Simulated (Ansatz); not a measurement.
**PF₃: up Jacob's ladder to CCSD(T)**

An exercise on one series of results from a longer session: the logs are not shown, and one member is left open.

Method: functionals in def2-TZVPP, the program's frozen cores in correlated methods; program: Ansatz 0.2.0, Gaussian basis.

Plan: LDA (SPW92), PBE-D4, revPBE-D4, BLYP-D4, r2SCAN-D4, B97M-V, PBE0-D4, B3LYP-D4, r2SCANh-D4, r2SCAN0-D4, HSE06-D4, BHLYP-D4, CAM-B3LYP-D4, LC-ωPBE, ωB97X-V, ωB97M-V, B2PLYP, PBE-QIDH; CCSD(T)/def2-SVP; CCSD(T)/def2-TZVPP; MP2/def2-QZVPP; extrapolation to the limit; RPA on PBE.

### The relaxed structure

All runs share one geometry, relaxed beforehand with PBE0-D4 in a triple-zeta def2 set.

SMILES `FP(F)F`, 4 atoms, charge 0, spin multiplicity 1.

Atoms are counted from 1 here; the program's logs count them from 0.

Bond lengths: F1–P2 1.572 Å, P2–F3 1.572 Å, P2–F4 1.572 Å. Angles: F1–P2–F3 97.6°, F1–P2–F4 97.6°, F3–P2–F4 97.6°.

The first run:

in.yaml reads:

```yaml
crystal:
  periodic: [false, false, false]
  atoms:
    - {symbol: F, position_ang: [0.834380, -0.663235, 0.874545]}
    - {symbol: P, position_ang: [-0.297524, 0.314566, 0.392303]}
    - {symbol: F, position_ang: [-1.061855, -0.696512, -0.536873]}
    - {symbol: F, position_ang: [0.524999, 1.045181, -0.729975]}
basis:
  gaussian: {orbitals: def2-TZVPP}
hamiltonian: {xc: lda}
output: {orbitals: {seedname: orbitals}}
```

Steps of the session up to this table: LDA; PBE-D4 (GGA); revPBE-D4 (GGA); BLYP-D4 (GGA); r2SCAN-D4 (meta-GGA); B97M-V (meta-GGA); PBE0-D4 (hybrid); B3LYP-D4 (hybrid); r2SCANh-D4 (hybrid); r2SCAN0-D4 (hybrid); HSE06-D4 (hybrid); BHLYP-D4 (hybrid); CAM-B3LYP-D4 (range-separated); LC-ωPBE (range-separated); ωB97X-V (range-separated); ωB97M-V (range-separated); B2PLYP (double hybrid); PBE-QIDH (double hybrid).

One of the session's tables, all rows but one given; the rest of the session is left out.

It belongs to the step «Orbital energies across the functionals». 

```
  functional  HOMO (eV)  gap (eV)
 LDA (SPW92)      -7.88      6.51
      PBE-D4      -7.70      6.60
   revPBE-D4      -7.63      6.63
     BLYP-D4      -7.64      6.62
   r2SCAN-D4      -8.02      7.18
      B97M-V      -8.12      7.29
     PBE0-D4      -9.17      9.02
    B3LYP-D4      -8.98      8.55
  r2SCANh-D4      -8.56      8.07
  r2SCAN0-D4      -9.37      9.40
    HSE06-D4          ?         ?
    BHLYP-D4     -10.58     11.41
CAM-B3LYP-D4     -10.65     11.59
     LC-ωPBE     -11.95     14.20
     ωB97X-V     -11.59     13.71
     ωB97M-V     -11.46     13.40
```

Q: Estimate the row for HSE06-D4 from the others.

As computed: HOMO (eV): -8.76; gap (eV): 8.23. In the column «HOMO (eV)» it lies between B3LYP-D4 (-8.98) and r2SCANh-D4 (-8.56).
